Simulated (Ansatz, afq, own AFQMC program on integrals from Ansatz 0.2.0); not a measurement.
# Atomization energy of AlB, triplet

```xyz
2

B     0.0000    0.0000    0.0000
Al    0.0000    0.0000    2.0234
```

Atoms in their ground-state spins without spin–orbit coupling (mostly on UHF) minus the molecule (UHF), without zero-point energy. The geometry is a stationary point, not shown to be a minimum.

Basis aug-cc-pVDZ. Only valence electrons are correlated. Ansatz 0.2.0 and our own AFQMC program on the same integrals; the CISD trial comes from CCSD amplitudes, and released means the phaseless constraint is let go. Error bars are statistical, one sigma. The errors of all members are added in quadrature.

Full CI is exact in this basis; where marked, its frozen core comes from its own orbitals, which moves totals by up to a few meV.

Errors are counted within aug-cc-pVDZ, not against nature.

Cautions: AlB (triplet): lower spins were not checked, higher spins were not checked, an unrestricted solution with more broken spin lies lower, strong correlation (T1 0.082, weight of the determinant 0.78, largest double 0.14), (T) is large, 7 % of the CCSD correlation, unrestricted determinant spin contaminated (⟨S²⟩ 2.13 against 2.00), the released energies are still falling, so no released level is given (meV from the phaseless value at times in 1/Eh: -9 ± 3 at 0.24, -18 ± 3 at 0.51, -30.3 ± 2.0 at 0.99, -46 ± 4 at 1.62, -56 ± 5 at 2.40), the ph-AFQMC/CISD walk drifts between its halves (2.2 errors), full CI with its own frozen core, its ph-AFQMC/CISD value lies 79 ± 4 meV above full CI.

| level | atomization energy (kcal/mol) |
| --- | --- |
| MP2 | 33.3 |
| CCSD | 32.5 |

Task: From these cheaper values, estimate the atomization energy at the reference level in aug-cc-pVDZ.

Result: 39.1 kcal/mol (full CI in aug-cc-pVDZ).

```csv
level,atomization energy (kcal/mol),error against FCI (kcal/mol)
HF,13.4,-25.6
CCSD(T),37.4,-1.7
ph-AFQMC/CISD,37.4 ± 0.1,-1.6 ± 0.1
```

Correlation beyond CCSD(T) adds 1.7 kcal/mol. The perturbative (T) step is worth +4.9 kcal/mol. Where the cautions show a poor determinant, the low rows tell how each method copes with it, not its usual error.

A walk keeps the symmetry of its determinant, which the program's search chose and which needn't be the lowest solution, so a lower state of the same spin and another symmetry isn't excluded.
